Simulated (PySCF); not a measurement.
Method: PBE-D3(BJ)/def2-TZVP // B3LYP-D3(BJ)/def2-TZVP in PySCF. Gas-phase values, no solvent. One relaxed conformer stands for a flexible species; it need not be the lowest. Excitations are Tamm–Dancoff values on a coarser integration grid. The basis has no diffuse functions, so Rydberg states are missing or too high.

Reference species (SMILES): `CC` (neutral, multiplicity 1).

```json
{
 "HOMO–LUMO gap": "8.79 eV",
 "T1 excitation (TDA)": "8.56 eV"
}
```

Changed species: `OB(CC)O` (X = borono; the reference has X = H).

Task: What does the change do to the HOMO–LUMO gap and T1 excitation (TDA)?

Result: the HOMO–LUMO gap decreases by 1.70 eV, to 7.09 eV; the T1 excitation (TDA) falls by 1.57 eV, to 6.99 eV.
